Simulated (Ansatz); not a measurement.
`FC1C=C1S` and `SC1=CC1` differ in one atom or group.

Ansatz, PBE0-D4/def2-TZVP geometries, multiplicity 1. Each molecule was computed in one conformer, which needn't be the lowest.

```csv
property,`FC1C=C1S`
HOMO energy (PBE/def2-TZVPP) / eV,-6.12
HOMO–LUMO gap (B3LYP/def2-TZVPP) / eV,6.55
HOMO energy (B3LYP/def2-TZVPP) / eV,-6.99
HOMO–LUMO gap (ωB97M-V/def2-TZVPP) / eV,11.22
size of the dipole moment (ωB97M-V/def2-TZVPP) / D,1.76
LUMO energy (ωB97M-V/def2-TZVPP) / eV,1.92
```

Problem. What does the change do to each property? (Best estimate.)

Solution. The calculation gave: 
```json
{"property": "HOMO energy (PBE/def2-TZVPP) / eV", "`SC1=CC1`": "-5.36", "shift": "0.76"}
{"property": "HOMO–LUMO gap (B3LYP/def2-TZVPP) / eV", "`SC1=CC1`": "6.21", "shift": "-0.34"}
{"property": "HOMO energy (B3LYP/def2-TZVPP) / eV", "`SC1=CC1`": "-6.23", "shift": "0.76"}
{"property": "HOMO–LUMO gap (ωB97M-V/def2-TZVPP) / eV", "`SC1=CC1`": "10.74", "shift": "-0.48"}
{"property": "size of the dipole moment (ωB97M-V/def2-TZVPP) / D", "`SC1=CC1`": "0.50", "shift": "-1.26"}
{"property": "LUMO energy (ωB97M-V/def2-TZVPP) / eV", "`SC1=CC1`": "2.21", "shift": "0.29"}
```

With PBE0 the HOMO rises by 0.78 eV and the LUMO rises by 0.42 eV, so the gap narrows by about 0.36 eV. PBE moves the HOMO by 0.76 eV and ωB97M-V by 0.76 eV. Dipoles are sizes alone; their direction can turn.

B3LYP here is the variant with VWN-RPA as its local correlation; programs differ in this.
